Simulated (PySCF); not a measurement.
Species: C4H4ClN.
InChI=1S/C4H4ClN/c5-3-1-2-4-6/h3-4H,6H2

Method used: PBE0-D3(BJ)/def2-TZVP geometry optimisation, gas phase in PySCF 2.14.0.

Masses are those of the commonest isotopes; rigid-rotor values at the optimised geometry. 

(1) What are A, B and C (MHz)?

(2) What kind of rotor is it?

(3) What does the inertial defect say?

(4) Give the other two planar moments, Paa and Pbb, and the rms extents of the mass along the axes.

(5) Predict some low-J microwave lines.

## Answers

(1) Ia = 45.02, Ib = 506.10, Ic = 550.82 u·Å²; 505379 MHz·u·Å²/I gives A = 11226, B = 998.6, C = 917.5 MHz.

(2) A near-prolate asymmetric top; Ray's κ = -0.984.

(3) Not planar: Δ = Ic − Ia − Ib = -0.30 u·Å². For a rigid frame Δ = −2 Σ m c², so Σ m c² = 0.15 u·Å² lies off the ab plane: 0.11 from hydrogen and 0.04 from heavier atoms. The atom farthest from that plane is 0.30 Å away.

(4) Paa = Σ m a² = (Ib + Ic − Ia)/2 = 505.95 and Pbb = Σ m b² = (Ia + Ic − Ib)/2 = 44.86 u·Å². With the mass M = 101.00 u, the rms extents √(P/M) along a, b and c are 2.24, 0.67, 0.04 Å.

(5) The dipole components are |μa| = 3.82 D, |μb| = 0.24 D, |μc| = 0.74 D. The squared components, which scale the intensities, stand as 1.00 : 0.00 : 0.04 (a : b : c). Some lines, for components of 0.1 D or more:

```json
{"type": "a", "branch": "R", "J(Ka,Kc)": "2(0,2) ← 1(0,1)", "MHz": "3832", "lower level (cm⁻¹)": "0.064"}
{"type": "a", "branch": "R", "J(Ka,Kc)": "3(1,3) ← 2(1,2)", "MHz": "5626", "lower level (cm⁻¹)": "0.530"}
{"type": "a", "branch": "R", "J(Ka,Kc)": "3(0,3) ← 2(0,2)", "MHz": "5746", "lower level (cm⁻¹)": "0.192"}
{"type": "a", "branch": "R", "J(Ka,Kc)": "3(2,2) ← 2(2,1)", "MHz": "5748", "lower level (cm⁻¹)": "1.562"}
{"type": "a", "branch": "R", "J(Ka,Kc)": "3(2,1) ← 2(2,0)", "MHz": "5750", "lower level (cm⁻¹)": "1.562"}
{"type": "c", "branch": "Q", "J(Ka,Kc)": "1(1,1) ← 1(0,1)", "MHz": "10228", "lower level (cm⁻¹)": "0.064"}
{"type": "b", "branch": "Q", "J(Ka,Kc)": "3(1,2) ← 3(0,3)", "MHz": "10514", "lower level (cm⁻¹)": "0.383"}
{"type": "b", "branch": "R", "J(Ka,Kc)": "1(1,1) ← 0(0,0)", "MHz": "12144", "lower level (cm⁻¹)": "0.000"}
{"type": "c", "branch": "R", "J(Ka,Kc)": "1(1,0) ← 0(0,0)", "MHz": "12225", "lower level (cm⁻¹)": "0.000"}
{"type": "b", "branch": "R", "J(Ka,Kc)": "2(1,2) ← 1(0,1)", "MHz": "13979", "lower level (cm⁻¹)": "0.064"}
{"type": "c", "branch": "R", "J(Ka,Kc)": "3(1,2) ← 2(0,2)", "MHz": "16260", "lower level (cm⁻¹)": "0.192"}
{"type": "c", "branch": "Q", "J(Ka,Kc)": "3(2,2) ← 3(1,2)", "MHz": "30562", "lower level (cm⁻¹)": "0.734"}
{"type": "b", "branch": "Q", "J(Ka,Kc)": "3(2,1) ← 3(1,2)", "MHz": "30565", "lower level (cm⁻¹)": "0.734"}
{"type": "c", "branch": "Q", "J(Ka,Kc)": "2(2,1) ← 2(1,1)", "MHz": "30684", "lower level (cm⁻¹)": "0.538"}
{"type": "b", "branch": "Q", "J(Ka,Kc)": "2(2,1) ← 2(1,2)", "MHz": "30927", "lower level (cm⁻¹)": "0.530"}
{"type": "b", "branch": "Q", "J(Ka,Kc)": "3(2,2) ← 3(1,3)", "MHz": "31049", "lower level (cm⁻¹)": "0.718"}
{"type": "b", "branch": "R", "J(Ka,Kc)": "2(2,1) ← 1(1,0)", "MHz": "34597", "lower level (cm⁻¹)": "0.408"}
{"type": "c", "branch": "R", "J(Ka,Kc)": "3(2,1) ← 2(1,1)", "MHz": "36434", "lower level (cm⁻¹)": "0.538"}
{"type": "b", "branch": "R", "J(Ka,Kc)": "3(2,1) ← 2(1,2)", "MHz": "36677", "lower level (cm⁻¹)": "0.530"}
{"type": "c", "branch": "Q", "J(Ka,Kc)": "3(3,1) ← 3(2,1)", "MHz": "51340", "lower level (cm⁻¹)": "1.754"}
{"type": "b", "branch": "Q", "J(Ka,Kc)": "3(3,0) ← 3(2,1)", "MHz": "51340", "lower level (cm⁻¹)": "1.754"}
{"type": "c", "branch": "R", "J(Ka,Kc)": "3(3,0) ← 2(2,0)", "MHz": "57090", "lower level (cm⁻¹)": "1.562"}
{"type": "b", "branch": "R", "J(Ka,Kc)": "3(3,0) ← 2(2,1)", "MHz": "57091", "lower level (cm⁻¹)": "1.562"}
```

Not checked by PBE0-D3(BJ)/def2-TZVP frequencies. These are rigid-rotor constants of the computed structure; measured ground-state constants (B0) also hold zero-point vibration. A rigid rotor knows nothing of inversion at nitrogen, which can split or shift real lines. Quadrupole hyperfine structure (14N, 35Cl) is left out.

Shape of the structure used: `[NH2:1][CH:2]=[C:3]=[C:4]=[CH:5][Cl:6]`: H–N1–C2–C3 -15°, H–N1–C2–C3 -157°.
